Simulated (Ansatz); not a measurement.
**CH5N (SMILES CN): one structure at several levels**

The task here is to estimate one member of a computed series from the others.

Program: Ansatz 0.2.0, Gaussian basis. Level of theory: single points in def2-TZVPP. These are calculated values, not measurements.

Correlated methods freeze the cores.

1 further run of the same task is left out (it didn't finish).

## Where the work starts

SMILES `CN`, 7 atoms, charge 0, spin multiplicity 1.

Atoms are counted from 1 here; the program's logs count them from 0.

Bond lengths: C1–N2 1.438 Å, C1–H3 1.109 Å, C1–H4 1.148 Å, C1–H5 1.146 Å, N2–H6 1.009 Å, N2–H7 1.023 Å. Angles: N2–C1–H3 118.8°, N2–C1–H4 108.3°, N2–C1–H5 116.2°, H3–C1–H4 103.9°, H3–C1–H5 103.0°, H4–C1–H5 105.2°, C1–N2–H6 110.0°, C1–N2–H7 111.9°, H6–N2–H7 103.3°.

Geometry (Å):

```
atom    x (Å)    y (Å)    z (Å)
  C1  -0.4697  -0.1266  -0.2742
  N2   0.7951   0.3952   0.1670
  H3  -1.0452  -0.7818   0.4103
  H4  -0.2853  -0.7852  -1.1966
  H5  -1.2480   0.6463  -0.6065
  H6   1.4541  -0.3583   0.2964
  H7   0.7302   0.8146   1.0981
```

The first run:

File run/in.yaml:

```yaml
crystal:
  periodic: [false, false, false]
  atoms:
    - {symbol: C, position_ang: [-0.469688, -0.126630, -0.274190]}
    - {symbol: N, position_ang: [0.795102, 0.395153, 0.167022]}
    - {symbol: H, position_ang: [-1.045240, -0.781843, 0.410326]}
    - {symbol: H, position_ang: [-0.285349, -0.785245, -1.196619]}
    - {symbol: H, position_ang: [-1.248046, 0.646259, -0.606517]}
    - {symbol: H, position_ang: [1.454097, -0.358271, 0.296354]}
    - {symbol: H, position_ang: [0.730192, 0.814578, 1.098075]}
basis:
  gaussian: {orbitals: def2-TZVPP}
hamiltonian: {xc: pbe, dispersion: d4}
output: {forces: true}
```

The run is started by

```
$ ansatz run in.yaml --threads 2 --pin off --events-out ev --progress --plain --max-ram 3481MiB
```

Among the steps run: PBE-D4/def2-TZVPP; r2SCAN-D4/def2-TZVPP; PBE0-D4/def2-TZVPP; wB97M-V/def2-TZVPP; CCSD(T)/def2-TZVPP.

One table of the session follows, with a row left open; its other results are not shown here.

| method | RMS force component (eV/Å) | angle to CCSD(T) forces (°) | dipole (D) |
| --- | --- | --- | --- |
| PBE-D4 | 0.717 | 11.9 | 1.34 |
| r2SCAN-D4 | 0.796 | 4.7 | 1.36 |
| PBE0-D4 | ? | ? | ? |
| wB97M-V | 0.849 | 4.5 | 1.40 |
| CCSD(T) | 0.860 | reference | 1.39 |

Estimate the missing values for PBE0-D4.

The run gave: RMS force component (eV/Å): 0.781; angle to CCSD(T) forces (°): 8.3; dipole (D): 1.38. In the column «RMS force component (eV/Å)» it lies between PBE-D4 (0.717) and r2SCAN-D4 (0.796).
